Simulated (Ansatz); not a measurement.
Ansatz (a quantum-chemistry and plane-wave program) input (wB97X-V/def2-TZVPD):

Ansatz 0.2 input:
```yaml
crystal:
  periodic: [false, false, false]
  atoms:
    - {symbol: C, position_ang: [-0.89003452, -0.00503940, 0.00658504]}
    - {symbol: O, position_ang: [-0.81527396, -1.01562247, 0.64008523]}
    - {symbol: O, position_ang: [0.16868768, 0.71691379, -0.45026202]}
    - {symbol: H, position_ang: [-1.81180777, 0.49694744, -0.30468965]}
    - {symbol: C, position_ang: [1.42724168, 0.27544195, -0.17823519]}
    - {symbol: H, position_ang: [1.55398746, -0.63018598, 0.38924230]}
    - {symbol: H, position_ang: [2.20726758, 0.90049269, -0.57323748]}
basis:
  gaussian:
    orbitals: def2-TZVPD
hamiltonian:
  xc: {name: wB97X-V}
magnetization: {spin_polarized: true, initial_magnetization: 1}
output: {forces: true}
```

Output:

```
Functional definition: wB97X-V
integrals: 0.10 GiB planned
869 factors; their error is unknown
integrals: 0.13 GiB planned
306 factors; integrals over basis functions are off by at most 2.0e-5 eV
mean field: 1.30 GiB planned
mean field evaluation 1: about -6211.9150 eV, gradient 3.3e1 eV
mean field evaluation 2: about -6210.7805 eV, gradient 3.9e1 eV
mean field evaluation 4: about -6215.4990 eV, gradient 2.5e0 eV
mean field evaluation 8: about -6215.5312 eV, gradient 8.3e-2 eV
mean field evaluation 16: about -6215.5243 eV, gradient 7.3e-4 eV
mean field -6215.52427859 eV, -228.4163042043 hartree, gradient 5.0e-5 eV, S^2 0.754332; 0 other end points of the search recorded, 0 dependent functions left out
the calculation of the forces begins
reference -6215.52427678 eV, -228.4163041380 hartree; 16, 15 occupied and 165, 166 virtual orbitals, 869 factors
Total energy: -6215.52427678 eV, -228.4163041380 hartree
Atom 0 at    -0.890035    -0.005039     0.006585 Å, force     0.240458    -0.012734     0.007061 eV/Å
Atom 1 at    -0.815274    -1.015622     0.640085 Å, force     0.023157     0.082326    -0.051720 eV/Å
Atom 2 at     0.168688     0.716914    -0.450262 Å, force    -0.227510     0.004608    -0.002015 eV/Å
Atom 3 at    -1.811808     0.496947    -0.304690 Å, force    -0.080511     0.015627    -0.009491 eV/Å
Atom 4 at     1.427242     0.275442    -0.178235 Å, force    -0.029368    -0.060870     0.038288 eV/Å
Atom 5 at     1.553987    -0.630186     0.389242 Å, force     0.000547    -0.097619     0.061220 eV/Å
Atom 6 at     2.207268     0.900493    -0.573237 Å, force     0.073227     0.068663    -0.043344 eV/Å
Dipole moment:     0.081235     0.292528    -0.183772 e Å
```

It need not be the lowest isomer of its formula.
